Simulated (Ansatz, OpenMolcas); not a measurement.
## NH (imidogen): the energy, rung by rung

NH has 2 atoms, charge 0, and is taken as a triplet. SMILES: `[NH]`. Geometry: the measured bond length.

```xyz
2

N     0.0000    0.0000    0.0000
H     0.0000    0.0000    1.0362
```

Quantity: the energy change with the N1–H2 bond stretched from 1.036 to 2.591 Å, in eV. The values are calculated.

| level | kind | program | value (eV) | less FCI/6-311G** | CPU time (all runs) |
| --- | --- | --- | --- | --- | --- |
| UBLYP/6-311G** | GGA | Ansatz | 3.60 | +0.44 | 1.3 s |
| UPBE0/6-311G** | global hybrid | Ansatz | 3.52 | +0.36 | 1.4 s |
| U-wB97M-V/6-311G** | range-separated hybrid | Ansatz | 3.53 | +0.37 | 11 s |
| UB2PLYP/6-311G** | double hybrid | Ansatz | 3.44 | +0.28 | 1.3 s |
| RPA@PBE/6-311G** | RPA | Ansatz | 3.33 | +0.17 | 2.3 s |
| UMP2/6-311G** | perturbation theory | Ansatz | 3.07 | -0.09 | 0.24 s |
| UCCSDT(Q)/6-311G** | coupled cluster or CI | Ansatz | 3.16 | 0.00 | 5.1 s |
| FCI/3-21G | exact in the basis | OpenMolcas | 2.43 | -0.73 | 4.3 s |
| FCI/6-311G** | exact in the basis | Ansatz | 3.16 | 0.00 | 5.9 s |

FCI/6-311G** is exact within its basis and frozen core, so for wave-function methods in that basis the difference is their error; functionals converge differently with the basis, so for them it is only a difference. The first shape isn't each level's own minimum. The values span 2.43 to 3.60 eV. Spin contamination of the reference (⟨S²⟩ at least 0.1 too high) touches UBLYP/6-311G**, UPBE0/6-311G**, U-wB97M-V/6-311G**, UB2PLYP/6-311G**, RPA@PBE/6-311G**, UMP2/6-311G**, UCCSDT(Q)/6-311G**. High-level rows in very small sets aren't better than simpler rows in larger ones. Without the sets that lack polarisation functions the rows with a basis span only 3.07 to 3.60 eV. CPU times are rough (shared hosts, several kinds of processor): they show what a rung costs within a factor of a few.
